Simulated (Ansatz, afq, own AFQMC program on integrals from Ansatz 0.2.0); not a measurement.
Integrals from Ansatz 0.2.0, then the random walk in our own AFQMC program (afq).

```yaml
crystal:
  periodic: [false, false, false]
  atoms:
    - {symbol: Si, position_ang: [0.000000, -0.094440, 0.592147]}
    - {symbol: O, position_ang: [0.000000, 0.091474, -1.126196]}
    - {symbol: H, position_ang: [0.000000, 1.179495, 1.376770]}
basis:
  gaussian: {orbitals: cc-pVDZ}
magnetization: {spin_polarized: true, initial_magnetization: 3}
correlation: {method: ccsd_t, electrons: outside_noble_gas, hamiltonian_folder: ham}
```

```sh
$ ansatz run in.yaml --threads 1 --pin off --events-out ev --progress --plain --max-ram 1843MiB
```

Options of the walk:

```
--method phaseless --trial hf --walkers 120 --populations 1 --least-time 40 --time-step 0.005 --steps-per-block 20 --equilibration-blocks 112 --max-blocks 600 --target-error 0.0012000 --factor-cut 1e-05 --start spin_pure --seed 8680 --taylor-order 6
```

Times are imaginary, in 1/Eh. The walk had a cap of 766 s.

Log:

```
orbitals 31  electrons 7 4  factors 223 of 357
reference energy -364.26412147 Eh
CCSD correlation -0.22666704 Eh in 13 cycles, weight of the determinant in the CISD state 0.9054
energy of the start -364.264414 Eh
 block  time / (1/Eh)  mean weight  energy / Eh
     1     0.100  1.0013  -364.339249
     2     0.200  1.0017  -364.373861
     3     0.300  1.0014  -364.402408
     4     0.400  1.0009  -364.426250
     5     0.500  1.0039  -364.446781
     7     0.700  0.9993  -364.487280
     9     0.900  1.0009  -364.493457
    18     1.800  1.0003  -364.483189
    52     5.200  0.9990  -364.516017
    86     8.600  1.0004  -364.507664
   120    12.000  0.9982  -364.521887
   154    15.400  0.9997  -364.518460
   188    18.800  1.0034  -364.476064
   222    22.200  1.0010  -364.492716
   239    23.900  1.0001  -364.456962
   256    25.600  0.9989  -364.465602
   290    29.000  0.9971  -364.490755
   324    32.400  0.9978  -364.486264
   358    35.800  0.9993  -364.463828
   392    39.200  0.9978  -364.507916
   426    42.600  1.0015  -364.480289
   460    46.000  0.9982  -364.497506
   494    49.400  1.0002  -364.513277
   528    52.800  1.0021  -364.506059
   562    56.200  1.0001  -364.489671
   596    59.600  1.0014  -364.516829
   630    63.000  0.9976  -364.489835
   664    66.400  0.9987  -364.493495
   698    69.800  1.0005  -364.539931
blocks merged  error / Eh  count
     1  0.000802  600
     2  0.001049  300
     4  0.001282  150
     8  0.001497  75
    16  0.001568  37
    32  0.001653  18
    64  0.001627  9
energy -364.495047 +/- 0.001653 Eh
(rows thinned)
```

The run passed its tests (sampling time, drift between the halves within three errors, error under three times the target), which doesn't prove that it has relaxed.

Against this walk (error 45.0 meV) on the same determinant: CCSD(T) 18.0 meV lower (within the noise), CCSDT(Q) 58.0 meV lower (within the noise), a separate phaseless walk with a CISD trial and standard settings 39.4 ± 46.2 meV lower (within the noise). The error is statistical and leaves out the bias of the constraint.

Cautions: constraint bias not in the error; error above the target (45.0 against 32.7 meV); lower spins were not checked.

The walk took 3.6 min on 1 thread of Arm Neoverse V1, on a shared host. The log's last line is the phaseless energy.

CCSDT and higher add their correlation energy to the determinant of the CCSD(T) run, since their own runs factorise the integrals more tightly (a shift of under 2 meV). A walk keeps the symmetry of its determinant, which the program's search chose and which needn't be the lowest solution, so a lower state of the same spin and another symmetry isn't excluded.
